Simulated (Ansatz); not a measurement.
System: B20 (FeSi-type) FeSi. Method: PBEsol (PAW; Ansatz, an electronic-structure program).

Numerical settings: plane-wave cutoff 560 eV, 8×8×8 k mesh, Fermi–Dirac smearing 0.01 eV, no spin polarisation, scalar-relativistic PAW data made under PBE.

Starting structure:

```
FeSi
1.0
    4.49000     0.00000     0.00000
    0.00000     4.49000     0.00000
    0.00000     0.00000     4.49000
Fe Si
4 4
Direct
  0.86300   0.63700   0.36300
  0.36300   0.86300   0.63700
  0.13700   0.13700   0.13700
  0.63700   0.36300   0.86300
  0.15700   0.34300   0.65700
  0.65700   0.15700   0.34300
  0.84300   0.84300   0.84300
  0.34300   0.65700   0.15700
```

**Question.** Into what structure does the relaxation of cell and atoms lead at this level, with the symmetry of the start kept?

**Answer.** The volume drops by 5.7 %; final space group P2_13.
```
FeSi
1.0
    4.40337     0.00000     0.00000
    0.00000     4.40337     0.00000
    0.00000     0.00000     4.40337
Fe Si
4 4
Direct
  0.86314   0.63686   0.36314
  0.36314   0.86314   0.63686
  0.13686   0.13686   0.13686
  0.63686   0.36314   0.86314
  0.15901   0.34099   0.65901
  0.65901   0.15901   0.34099
  0.84099   0.84099   0.84099
  0.34099   0.65901   0.15901
```
